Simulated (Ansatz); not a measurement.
Task: Name a neutral molecule of Al, C, N and H with HOMO–LUMO gap (PBE0/def2-TZVPP) between 6.40 and 6.70 eV and size of the dipole moment (ωB97M-V/def2-TZVPP) between 3.25 and 3.55 D (Ansatz, PBE0-D4/def2-TZVP geometry).

Result: `N#[C][AlH2]` (6.68 eV, 3.42 D). Other molecules can fit too; these were computed, each in one conformer that needn't be the lowest.
